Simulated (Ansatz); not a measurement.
**Reading a saddle point**

A first-order saddle point of CH4AlF, closed shell, PBE0-D4/def2-TZVP, with one imaginary mode of 1223i cm⁻¹:

```
7
angstrom
Al 0.2777 -0.6274 -0.8301
F -1.1933 -1.7656 -0.2812
H -0.5664 -2.1027 -1.2239
C 0.3696 0.8999 0.3913
H 0.5239 0.5459 1.4172
H 1.1696 1.6047 0.1515
H -0.5812 1.4453 0.3753
```

Ansatz 0.2.0; basis: def2-TZVPP and def2-QZVPP; cores frozen in the correlated methods. Extrapolation: Hartree–Fock as exp(−7.88 √X), correlation as X^−2.97.

Question: Which contacts change along the imaginary mode, and what lies on either side? (Judge from chemistry; the calculation decides.)

Answer: By the calculation: The step is CH₄AlF ([CH3][AlH][F]) → CH₃Al ([CH3][Al]) + HF, with the molecules in contact on both sides. Shortening one way: F2–H3; lengthening the same way: Al1–F2, Al1–H3.
```
  pair  one side (Å)  saddle (Å)  other side (Å)
 F2–H3          2.74        1.18            0.93
Al1–F2          1.65        1.94            2.64
Al1–H3          1.58        1.74            2.60
```

Question: Which side is lower, and how far does the saddle lie above each? (To be estimated.)

Answer: By the calculation: The side with Al1–F2, Al1–H3 short is lower by 69.27 kcal/mol; the saddle lies 82.49 kcal/mol above it and 13.22 kcal/mol above the other (CCSD(T) at an estimated basis limit (MP2 extrapolated from triple and quadruple zeta, plus CCSD(T) − MP2 in triple zeta); electronic energies).

No T1 diagnostic of these runs exceeds 0.015. The restricted Hartree–Fock reference is unstable towards an unrestricted one at one or more of these structures.

Labels in which every atom is bracketed show which atoms are joined, not bond orders.

For scale, one of the runs: CCSD(T)/def2-TZVPP, 160 basis functions (an equivalent command: `ansatz run in.yaml --threads 2`). Hardware: 2 CPU threads, shared host. Wall time 22 s; peak host memory 1.1 GiB.
